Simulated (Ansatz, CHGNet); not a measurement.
Elastic constant C12 (GPa) along a series of related solids, from the machine-learned potential CHGNet 0.3.0 (trained on PBE and PBE+U data); PBEsol (Ansatz, an electronic-structure program, PAW).

```
solid   CHGNet 0.3.0  PBEsol  measured
------  ------------  ------  --------
hcp Hf           129    73.1         –
hcp Os           354     241       228
fcc Ir           309     257      249‡
fcc Pt           230     252       254
fcc Au          91.4     164       170
```

PBEsol less measured, from the printed values: hcp Os +5.7 %, fcc Ir +3.2 %, fcc Pt -0.8 %, fcc Au -3.5 %.

Members of the series are missing where a level wasn't run or failed, where a doubt is noted on the run or the magnetic state, for phases of high temperature or layered ones, and where values are held back for tests.

Ansatz's runs of these crystals have no spin polarisation.

Spin–orbit coupling is left out, also for the solids with elements from indium on (hcp Hf, hcp Os, fcc Ir, fcc Pt, fcc Au); its size isn't shown.

Each level is taken at its own relaxed cell. Ansatz's density-functional and Hartree–Fock values are scalar-relativistic unless marked +SOC, with PAW data made under PBE.

Measured values are for low temperature or corrected to a static lattice; ‡ marks uncorrected values at room or unstated temperature. References as tabulated in Liu et al. (2023), arXiv:2002.00005; Mehl and Papaconstantopoulos (1996), arXiv:mtrl-th/9602003; Li et al. (2021), arXiv:2102.01972; Malica and Corso (2021), arXiv:2109.00459.

Machine-learned potentials (CHGNet 0.3.0) are trained on DFT data: a solid inside that data is no test of them.
